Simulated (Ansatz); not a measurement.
# How well does each level of theory give the lattice constant a of rhombohedral A7 As?

Reference value: 3.760 Å (measured, 4 K, zero-point motion not removed; as tabulated in Schiferl, Barrett, J. Appl. Cryst. 2, 30 (1969), as in the American …).

**Question.** Put these levels in order of the lattice constant a that they give for rhombohedral A7 As, smallest first: HSE06 (Ansatz, a quantum-chemistry and plane-wave program), PBE (Ansatz), r²SCAN-D4 (Ansatz).

**Answer.** HSE06 (3.731 Å), r²SCAN-D4 (3.749 Å), PBE (3.805 Å)

Differences against the reference: PBE +1.20 %, r²SCAN-D4 -0.29 %, HSE06 -0.77 %.

The reference isn't brought to a static lattice, while the calculations are for one, so the differences are not the levels' errors alone.  HSE06, PBE: the cell comes from a level without a dispersion term, which matters for the spacing of layers, chains or molecules. PBE: for a layered or molecular solid the relaxed cell lies over 5 % above the published volume, where the minimum can be shallow. Cutoffs and k meshes differ between the levels. Ansatz's density-functional and Hartree–Fock values are scalar-relativistic unless marked +SOC, with PAW data made under PBE.

Differences are worked out from the printed values.
